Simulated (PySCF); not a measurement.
Molfile (atoms numbered from 1):
```
C2H5FO
     RDKit          3D

  9  8  0  0  0  0  0  0  0  0999 V2000
   -1.5865    0.0542    0.0166 O   0  0  0  0  0  0  0  0  0  0  0  0
   -0.3436   -0.6030    0.0475 C   0  0  0  0  0  0  0  0  0  0  0  0
    0.8000    0.3196   -0.2677 C   0  0  0  0  0  0  0  0  0  0  0  0
    0.8969    1.2817    0.7301 F   0  0  0  0  0  0  0  0  0  0  0  0
   -1.5459    0.7814    0.6439 H   0  0  0  0  0  0  0  0  0  0  0  0
   -0.3789   -1.3926   -0.7079 H   0  0  0  0  0  0  0  0  0  0  0  0
   -0.1665   -1.0797    1.0217 H   0  0  0  0  0  0  0  0  0  0  0  0
    1.7486   -0.2237   -0.3079 H   0  0  0  0  0  0  0  0  0  0  0  0
    0.6274    0.8439   -1.2120 H   0  0  0  0  0  0  0  0  0  0  0  0
  1  2  1  0
  2  3  1  0
  3  4  1  0
  1  5  1  0
  2  6  1  0
  2  7  1  0
  3  8  1  0
  3  9  1  0
M  END
```

[PySCF 2.14.0 with density-fitted response routines: geometry from PBE0-D3(BJ)/def2-TZVP; NMR shieldings at PBE0/pcSseg-2/GIAO; rapidly exchanging positions averaged; non-relativistic Hamiltonian; single conformer; no solvent model]

Scale: 13C (186.03 ppm), 1H (31.52 ppm) vs TMS; H2O for 17O (329.54 ppm); CFCl3 for 19F (174.31 ppm) (reference shieldings calculated alike).

```json
{"atoms": "O1", "nucleus": "17O", "count": "1", "δ (ppm)": "22.9"}
{"atoms": "H5", "nucleus": "1H", "count": "1", "δ (ppm)": "?"}
{"atoms": "C2", "nucleus": "13C", "count": "1", "δ (ppm)": "68.2"}
{"atoms": "H6/H7", "nucleus": "1H", "count": "2", "δ (ppm)": "?"}
{"atoms": "H8/H9", "nucleus": "1H", "count": "2", "δ (ppm)": "4.53"}
{"atoms": "F4", "nucleus": "19F", "count": "1", "δ (ppm)": "-252.4"}
{"atoms": "C3", "nucleus": "13C", "count": "1", "δ (ppm)": "92.0"}
```

**Question.** Fill in the missing shifts.

**Answer.** 
- H6/H7: 3.76 ppm, hydrogen on an sp3 CH2 bonded to O; its carbon carries O, which withdraws density
- H5: 1.40 ppm, hydrogen on an alcohol oxygen; exchangeable; this is the value without hydrogen bonding to other molecules

Exchangeable OH/NH protons stand at their gas-phase positions; hydrogen bonding in a real sample shifts them, mostly to higher δ. Shifts are as computed. Against solution values, carbons near 30 ppm lie about +3 ppm off and those near 130 ppm about +9 ppm. Of 1211 compounds with measured shifts, 218 miss one by over three times the rms of a fit or turn the order of signals round; such compounds aren't used in these exercises. Unscaled 19F shifts against computed CFCl3 carry errors that often reach 10 to 50 ppm. Experimental scales use liquid or dissolved standards, which lie at an offset from isolated H2O (liquid H2O: subtract about 36 ppm).
